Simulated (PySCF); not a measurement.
**Continuum solvent and chemical shifts**

Geometry:
```csv
atom,x (Å),y (Å),z (Å)
C1,-3.185,-0.275,0.177
C2,-1.835,0.366,0.460
C3,-0.678,-0.317,-0.255
C4,0.678,0.317,0.022
C5,1.835,-0.366,-0.692
C6,3.185,0.275,-0.410
H7,-4.000,0.241,0.706
H8,-3.199,-1.331,0.492
H9,-3.420,-0.252,-0.899
H10,-1.862,1.431,0.168
H11,-1.642,0.361,1.547
H12,-0.649,-1.383,0.035
H13,-0.868,-0.312,-1.344
H14,0.868,0.312,1.112
H15,0.649,1.383,-0.268
H16,1.862,-1.431,-0.401
H17,1.642,-0.361,-1.780
H18,3.199,1.331,-0.725
H19,4.000,-0.241,-0.939
H20,3.420,0.252,0.667
```

GIAO PBE0/pcSseg-1 in PySCF 2.14 on one PBE0-D3(BJ)/def2-SVP conformer, non-relativistic, equivalent nuclei averaged. Solvents enter as an IEF-PCM continuum (benzene with ε = 2.3, chloroform with ε = 4.7, water with ε = 78.4) around the gas-phase geometry. Shifts are referred to TMS computed in the same medium.

Gas phase, δ in ppm: C3/C4 36.7, C2/C5 27.2, C1/C6 16.8, H10/H11/H16/H17 1.19, H12/H13/H14/H15 1.06, H7/H8/H9/H18/H19/H20 1.00. Dipole moment 0.00 D.

Q: How does each δ change in the continuum?

A: 
| atoms | environment | Δδ, benzene | Δδ, chloroform | Δδ, water |
| --- | --- | --- | --- | --- |
| C3/C4 | sp3 CH2 | +0.2 | +0.4 | +0.6 |
| C2/C5 | sp3 CH2 | +0.2 | +0.4 | +0.5 |
| C1/C6 | methyl carbon | +0.1 | +0.2 | +0.3 |
| H10/H11/H16/H17 | hydrogen on an sp3 CH2 | -0.01 | -0.01 | -0.01 |
| H12/H13/H14/H15 | hydrogen on an sp3 CH2 | -0.01 | -0.01 | -0.01 |
| H7/H8/H9/H18/H19/H20 | hydrogen on a methyl carbon | -0.01 | -0.01 | -0.02 |

Changes are relative to the gas phase.

Q: Which of the listed nuclei move most (in ppm), and what does the model miss?

A: C3/C4 (sp3 CH2, +0.6 ppm) and C2/C5 (sp3 CH2, +0.5 ppm) in water. A continuum only polarises the solute; specific hydrogen bonds, the anisotropy of aromatic solvents and changes of geometry or conformer are outside it.

Measured shifts for comparison: H7/H8/H9/H18/H19/H20: 0.89 (THF-d8), 0.89 (CD2Cl2), 0.88 (CDCl3), 0.88 (toluene-d8), 0.89 (C6D6); C1/C6: 14.2 (THF-d8), 14.3 (CD2Cl2), 14.1 (CDCl3), 14.3 (toluene-d8), 14.3 (C6D6); C2/C5: 23.3 (THF-d8), 23.1 (CD2Cl2), 22.7 (CDCl3), 23.1 (toluene-d8), 23.0 (C6D6); C3/C4: 32.3 (THF-d8), 32.0 (CD2Cl2), 31.6 (CDCl3), 32.1 (toluene-d8), 32.0 (C6D6). Source: Fulmer et al., Organometallics 2010, 29, 2176.
